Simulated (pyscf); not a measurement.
Insertion: `[SiH2]` [singlet] + `[NH3]` → `[NH2][SiH3]`

Gas phase, singlet surface, charge 0. Bonds broken: H2–N4. Bonds formed: Si1–H2, Si1–N4. Structures and frequencies: ωB97X-D3(BJ)/def2-SVP in PySCF. MP2 and CC: frozen core, UHF for open shells. ΔMP2 is the change of the MP2 total energy from the triple- to the quadruple-zeta basis.

Transition state (Å):

```xyz
7

Si     1.1240     0.2918     0.5215
H      0.4224    -0.6170    -0.6167
H      1.4803     1.6305    -0.0500
N     -0.6496     0.1163    -0.1523
H      1.0657     0.5064     2.0102
H     -1.2121     0.8745    -0.5421
H     -1.2323    -0.5951     0.2844
```

One imaginary mode, 1650i cm⁻¹; descent along it reached the two sides named, in the forms told below.

```
bond    change  reactant side (Å)  saddle  product side
------  ------  -----------------  ------  ------------
H2–N4   breaks              1.022   1.379           2.6
Si1–H2   forms                2.6   1.617         1.492
Si1–N4   forms              2.063   1.905         1.734
```

Electronic energies relative to the separated reactants (kJ/mol):

```
level                             barrier  reaction energy  reverse barrier
--------------------------------  -------  ---------------  ---------------
ωB97X-D3(BJ)/def2-TZVP               27.0           -294.1            321.1
PBE/def2-TZVP                        -3.0           -270.9            267.9
r²SCAN/def2-TZVP                     -3.8           -296.7            292.9
B3LYP-D3(BJ)/def2-TZVP               26.8           -275.8            302.6
PBE0-D3(BJ)/def2-TZVP                 9.3           -286.5            295.8
M06-2X/def2-TZVP                     31.2           -282.0            313.2
ωB97M-D3(BJ)/def2-TZVP               37.8           -273.0            310.8
HF/def2-TZVP                        113.0           -272.9            385.9
MP2/def2-QZVPP                       23.8           -295.1            318.9
CCSD/def2-TZVPP                      59.5           -267.0            326.5
CCSD(T)/def2-TZVPP                   44.7           -269.4            314.0
CCSD(T)/def2-TZVPP + ΔMP2(QZVPP)     40.8           -273.6            314.4
```

With CCSD(T)/def2-TZVPP + ΔMP2(QZVPP) energies and thermal terms (ideal gas, 1 atm, RRHO with modes under 100 cm⁻¹ raised to 100, one conformer, R ln 2 for rigid chiral ones), in kJ/mol:

```tsv
T (K)	ΔH‡	ΔG‡	ΔH	ΔG
298	37.0	77.4	-268.8	-228.2
600	37.3	118.5	-267.2	-187.2
900	40.0	158.6	-262.8	-148.2
1200	43.3	197.6	-257.7	-110.7
```

On the reactant side the descent ends in an adduct with a N–Si contact, 136.5 kJ/mol under the separated species and 163.4 kJ/mol under the saddle at ωB97X-D3(BJ)/def2-TZVP. At PBE, r²SCAN the saddle lies under the separated reactants, which points to a path from their complex (located at ωB97X-D3(BJ) alone). What is counted as formed (N–Si) is already present as a longer contact in the reactant adduct; forming that adduct is a step of its own. The same reactants have a lower exit, to H₂N–SiH: [singlet] + H₂ (barrier +15.3 kJ/mol at ωB97M-D3(BJ), against +37.8 kJ/mol here). This is the saddle that the search found; another between the same sides may lie lower. The CCSD(T) − MP2 part came from Ansatz, without density fitting, on the same reference.
